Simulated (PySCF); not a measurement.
Dipole moment and polarisability of `OCC(Cl)(Cl)Cl`

Species: C₂H₃Cl₃O.
Structure used (GFN2-xTB), in Å, numbered top down from 1:
```xyz
9
C2H3Cl3O angstrom
O     -1.6183   -0.1520    0.2448
C     -0.4229    0.5466    0.3182
C      0.7811   -0.3050   -0.1062
Cl     0.5545   -0.8446   -1.7921
Cl     2.2651    0.6598   -0.0113
Cl     0.9411   -1.7341    0.9286
H     -1.7614   -0.4540   -0.6626
H     -0.2959    0.8385    1.3640
H     -0.4298    1.4507   -0.3086
```

Level: wB97X-D/def2-SVPD (PySCF), static field, nuclei fixed, core orbitals frozen in the response. The polarisability tensor in these axes (au):

```
x   71.10  4.29  2.23
y    4.29 69.86 -1.11
z    2.23 -1.11 71.58
```

Give the principal values, the mean and the anisotropy Δα = √{½[(α1 − α2)² + (α2 − α3)² + (α1 − α3)²]}.

Principal values 65.28, 72.12 and 75.12 au; mean 70.84 au = 10.50 Å³ = 11.68 × 10⁻⁴⁰ C²·m²/J; Δα = 8.74 au (12 % of the mean).

What is the dipole moment, and where does it point?

(-0.36, 1.03, -0.69) D, 1.29 D in size, pointing from the negative to the positive side. Measured along this direction, the outermost atoms are Cl6 at the negative end and H9 at the positive end.

Form Σ f/ω² (atomic units) for the 8 lowest TDDFT singlets, given as eV and f, and set it beside the mean polarisability, which is this sum over all singlets: 6.61, 0.0000; 6.96, 0.0097; 6.99, 0.0093; 7.14, 0.0083; 7.42, 0.0052; 7.44, 0.0124; 7.62, 0.0052; 7.85, 0.0100.

They add up to 0.83 au, 1.2 % of the 70.84 au; the largest single term is 0.17 au, from the state at 7.44 eV. Terms in order: 0.00, 0.15, 0.14, 0.12, 0.07, 0.17, 0.07, 0.12 au. Higher excitations give the rest. The strengths listed sum to 0.060.

Traceless (Buckingham) quadrupole moment about the centre of nuclear charge: eigenvalues?

-6.61, 1.77, 4.84 D·Å. The values depend on the origin, since the dipole doesn't vanish. The electronic extent ⟨r²⟩ about the same centre is 970 bohr², a root-mean-square distance of 1.92 Å for the 74 electrons.

Refractivity n − 1 of an ideal gas of it at 273.15 K and 1 atm, from the electronic α?

N = p/kT = 2.6868 × 10¹⁹ cm⁻³, so n − 1 = 2π × N × 10.50 × 10⁻²⁴ cm³ = 1772 × 10⁻⁶ at long wavelengths.

Directions of the eigenvectors, and the extent of the frame along each?

Largest value along (0.77, 0.56, 0.31), where the nuclei span 3.92 Å; middle along (-0.02, -0.46, 0.89), 2.82 Å; least along (-0.64, 0.69, 0.35), 2.80 Å. 

What depolarisation ratio follows for Rayleigh scattering of linearly polarised light, taking the static tensor?

ρ = 3Δα²/(45ᾱ² + 4Δα²) = 229.0/(225851 + 305.3) = 0.00101.

Geometry: GFN2-xTB, one conformer, isolated molecule.
